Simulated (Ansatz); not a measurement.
Consider the hydrogenolysis of a C–F bond: `CC(F)(F)CF` + H₂ → `CC(F)CF` + H–F.

Gas-phase electronic energies from Ansatz, PBE0-D4/def2-TZVP geometries. CCSD(T)/CBS adds triple-zeta CCSD(T) − MP2 to the extrapolated MP2 energy (def2 sets, frozen cores). This one scheme is used for every species. Functionals use def2-TZVPP. Each species was taken in one conformer, which may not be the lowest.

CCSD(T)/CBS gives -60.0 kJ/mol.

(1) Another level gave -55.3 kJ/mol. Which?
A. HF/def2-TZVPP
B. revPBE-D4/def2-TZVPP
C. MP2/def2-TZVPP
D. r2SCANh/def2-TZVPP

(2) What do rigid-rotor, harmonic-oscillator terms from PBE0-D4/def2-TZVP frequencies (298.15 K, 1 bar) make of the CCSD(T)/CBS value? (An estimate is asked.)

Largest T1 diagnostic among the species: 0.011.

Answers

(1) A. HF/def2-TZVPP -55.3, revPBE-D4 -48.4, MP2/def2-TZVPP -60.4, r2SCANh -44.3 kJ/mol.

(2) Ansatz gave: ΔZPE = +19.5 kJ/mol, ΔH = -42.0 kJ/mol, ΔS = 29 J/(mol·K), ΔG = -50.6 kJ/mol.

From r2SCAN to r2SCAN0 (25 % exact exchange), in def2-TZVPP and without D4, ΔE moves by −7.1 kJ/mol. At CCSD(T), def2-SVP lies +26.9 kJ/mol from the extrapolated value and def2-TZVPP +4.6 kJ/mol.
